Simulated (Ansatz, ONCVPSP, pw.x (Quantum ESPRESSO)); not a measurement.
**nitrogen (N) (bcc): variants of one ONCV potential in the solid**

N (Z = 7), optimised norm-conserving Vanderbilt (ONCV), made with ONCVPSP 4.0.1.1 (patched build) (PBEsol, scalar-relativistic). Core [He], reference 2s2 2p3. Waves: 2s: rc 0.80 bohr, ncon 4, nbas 7, qcut 8.3 1/bohr, 2 projectors, debl 2.7 Ha; 2p: rc 1.90 bohr, ncon 3, nbas 6, qcut 6.9 1/bohr, 2 projectors, debl 3.6 Ha; d scattering state at 0.06 Ha: rc 1.70 bohr, ncon 5, nbas 9, qcut 4.9 1/bohr, 1 projector. Local part: polynomial inside 0.55 bohr (lpopt 5, dvloc0 4 Ha). Core correction: none.

Crystal test: bcc N in pw.x 7.5, no spin, 18³ k-points, Fermi–Dirac smearing 0.01 Ry, cutoffs set for each file from its atomic test. The reference is all-electron LAPW (Ansatz 0.2.0) with the same functional, mesh and smearing; V0 and B0 come from Birch–Murnaghan fits to the pressures at five volumes. Errors are pseudo minus all-electron; Δ is the rms difference of the E(V) curves that follow from these fits, minima aligned, over ±6 % about the mean V0. Mesh and smearing are coarse, so the numbers serve the comparison and aren't converged zero-temperature values; the lattice is a test structure that the element need not adopt. Spin polarisation is left out.

All-electron: a0 = 2.395 Å (V0 = 6.87 Å³/atom), B0 = 214.6 GPa.

1 further variants are left out: they gave no file fit for a test, a broken result, the same result as the base, or pressures whose basis-set error rivals the error shown.

```tsv
change	cutoffs (Ry)	pw.x	a0 (Å)	a0 error (%)	B0 error (%)	Δ (meV/atom)	mean pressure error (GPa)
base	120/480	converged	2.392	-0.15	-0.9	1.5	-0.98
p: nbas 8	120/480	converged	2.391	-0.17	-0.9	1.7	-1.09
reference 2s2 2p1	135/540	converged	2.358	-1.56	+3.1	15.2	-9.50
s: ncon 3, nbas 6	120/480	converged	2.392	-0.15	-0.9	1.5	-0.96
d: rc 1.92	120/480	converged	2.392	-0.16	-0.9	1.5	-0.99
```
